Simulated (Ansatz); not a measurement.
HAl–CH, doublet in 6-31G: errors against full CI

Geometry: a PBE0/def2-TZVP stationary point for this spin, not checked as a minimum.

```xyz
4

Al    0.0000   -0.1078    0.5675
C     0.0000    0.1965   -1.2432
H     0.0000    0.8566    1.8248
H     0.0000   -0.3133   -2.2039
```

Basis 6-31G; Ansatz 0.2.0. Correlated methods freeze the noble-gas cores, which leaves 9 electrons in 20 orbitals. R marks a restricted (for open shells ROHF) determinant, U an unrestricted one. Active spaces: valence = (9e, 10o) chosen from the atoms' valence shells.

Full CI is exact within this basis and frozen core; it isn't the basis-set limit. The frozen core follows each run's orbitals, which can shift R against U totals by a few meV.

Unrestricted rows (U) aren't spin-pure: their determinants' ⟨S²⟩ exceeds S(S+1) by up to 0.81, so they mix in states of higher spin. For open shells CISD and CISDTQ are restricted-active-space CI with the open shells as a complete middle space.

```
UHF ⟨S²⟩                          : 1.562
T1 diagnostic (RCCSD)             : 0.0487
largest doubles amplitude (RCCSD) : 0.239
T1 diagnostic (UCCSD)             : 0.0831
```

| level | E − E(full CI) (meV) | share of correlation (%) | wall time |
| --- | --- | --- | --- |
| RHF | 4366 | 0.00 | – |
| UHF | 3234 | 25.93 | – |
| RMP2 | 1071 | 75.46 | – |
| UMP2 | 1130 | 74.11 | – |
| CISD | 561 | 87.14 | 0.67 s |
| RCCSD | 219 | 94.97 | – |
| UCCSD | 203 | 95.35 | – |
| RCCSD(T) | 48 | 98.91 | 1.9 s |
| UCCSD(T) | 87 | 98.00 | 2.1 s |
| BCCD(T) | 62 | 98.57 | 1.8 s |
| RCCSDT | 19 | 99.57 | – |
| UCCSDT | 16 | 99.63 | – |
| CISDTQ | 29 | 99.34 | 6.5 s (H100) |
| RCCSDT(Q) | 0 | 100.00 | 4.9 s |
| UCCSDT(Q) | -3 | 100.06 | 5.5 s |
| RCCSDTQ | 2 | 99.96 | 24 s (H100) |
| UCCSDTQ | 1 | 99.97 | 28 s (H100) |
| CASSCF (valence space) | 966 | 77.87 | – |
| NEVPT2 (valence space) | 273 | 93.76 | 5.5 s |
| MRCISD (valence space) | 47 | 98.92 | – |
| MRCISD+Q (valence space) | 27 | 99.38 | 13 s (H100) |

The correlation energy at full CI, counted from RHF, is -4.366 eV. That run took 14 s on 2 threads of AMD EPYC 7R13 with a shared H100 80 GB, shared host over 37,560,336 determinants.

Times hold each run's SCF and search for its determinant on a shared host, so for small cases they say little of a method's own cost; rows without a card ran on 1 thread of AMD EPYC 7R13.

The full-CI state has the irrep A'' of Cs, in the program's axes.

Natural occupations of full CI about the gap: 1.971 1.965 1.952 1.755 0.976 0.235 0.038 0.032 0.025 0.019; effectively unpaired electrons, Σ n²(2−n)², 1.39.

Atomization energy (electronic, same basis, no zero-point term; atoms at the same level, unrestricted beside the R rows where the molecule is a closed shell, with restricted open-shell steps beyond CCSDT(Q)) at full CI: 809.0 kJ/mol. Errors of other levels:

```json
{"level": "RHF", "error (kJ/mol)": "-243.3"}
{"level": "UHF", "error (kJ/mol)": "-136.7"}
{"level": "RMP2", "error (kJ/mol)": "-33.1"}
{"level": "UMP2", "error (kJ/mol)": "-39.5"}
{"level": "CISD", "error (kJ/mol)": "-52.1"}
{"level": "RCCSD", "error (kJ/mol)": "-19.5"}
{"level": "UCCSD", "error (kJ/mol)": "-18.0"}
{"level": "RCCSD(T)", "error (kJ/mol)": "-4.1"}
{"level": "UCCSD(T)", "error (kJ/mol)": "-8.0"}
{"level": "BCCD(T)", "error (kJ/mol)": "-5.5"}
{"level": "RCCSDT", "error (kJ/mol)": "-1.8"}
{"level": "UCCSDT", "error (kJ/mol)": "-1.6"}
{"level": "CISDTQ", "error (kJ/mol)": "-2.8"}
{"level": "RCCSDT(Q)", "error (kJ/mol)": "0.0"}
{"level": "UCCSDT(Q)", "error (kJ/mol)": "0.2"}
{"level": "RCCSDTQ", "error (kJ/mol)": "-0.2"}
{"level": "UCCSDTQ", "error (kJ/mol)": "-0.2"}
{"level": "CASSCF (valence space)", "error (kJ/mol)": "-27.0"}
{"level": "NEVPT2 (valence space)", "error (kJ/mol)": "-0.3"}
{"level": "MRCISD (valence space)", "error (kJ/mol)": "-4.2"}
{"level": "MRCISD+Q (valence space)", "error (kJ/mol)": "-2.9"}
```

This basis is far from its limit, so the value isn't to be set against a measured one. Truncated CI isn't size-consistent, which counts against it in atomization.
